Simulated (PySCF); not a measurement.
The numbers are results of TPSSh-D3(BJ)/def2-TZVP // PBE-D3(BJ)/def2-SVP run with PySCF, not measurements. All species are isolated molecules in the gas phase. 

Reference species (SMILES): `C[O]` (neutral, multiplicity 2).

```yaml
highest_occupied_spin_orbital: -6.88 eV
dipole_moment: 2.02 D
```

Changed species: `[OH]` (free radical OH; the reference has free radical OCH3).

Task: What does the change do to the highest occupied spin orbital and dipole moment?

Result: the highest occupied spin orbital drops by 1.19 eV, to -8.07 eV; the dipole moment falls by 0.27 D, to 1.75 D.
